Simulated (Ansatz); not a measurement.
CH5B (`BC`). The species carries charge 0 and has multiplicity 1.

```xyz
7

B     0.394    0.629    0.471
C    -0.235   -0.524   -0.349
H     0.216    0.713    1.653
H     1.016    1.500   -0.069
H    -0.432   -1.439    0.212
H    -1.227   -0.126   -0.629
H     0.268   -0.754   -1.290
```

**Question.** List the harmonic frequencies (cm⁻¹, unscaled) at PBE0-D4/def2-TZVP in Ansatz. (An estimate is asked.)

**Answer.** The calculation gave: 172, 542, 680, 984, 1059, 1080, 1240, 1317, 1417, 1467, 2569, 2643, 2987, 3093, 3145.

**Question.** Is this a minimum?

**Answer.** Yes, all 15 modes are real.

**Question.** Give the ideal-gas thermochemistry at 298.15 K and 1 bar (rigid rotor, harmonic oscillator; point group Cs, symmetry number 1).

**Answer.** Zero-point energy 145.9 kJ/mol; H(298) − E = 158.6 kJ/mol; entropy 247.5 J/(mol·K), of which translation 150.4, rotation 81.9, vibration 15.2; G(298) − E = 84.8 kJ/mol.

**Question.** And at 400, 500, 600, 800 and 1000 K?

**Answer.** 
```json
{"T (K)": "400", "H − E (kJ/mol)": "164.9", "S (J/mol/K)": "265.6", "G − E (kJ/mol)": "58.7"}
{"T (K)": "500", "H − E (kJ/mol)": "172.2", "S (J/mol/K)": "281.8", "G − E (kJ/mol)": "31.3"}
{"T (K)": "600", "H − E (kJ/mol)": "180.5", "S (J/mol/K)": "296.9", "G − E (kJ/mol)": "2.3"}
{"T (K)": "800", "H − E (kJ/mol)": "199.5", "S (J/mol/K)": "324.2", "G − E (kJ/mol)": "-59.8"}
{"T (K)": "1000", "H − E (kJ/mol)": "221.2", "S (J/mol/K)": "348.4", "G − E (kJ/mol)": "-127.2"}
```
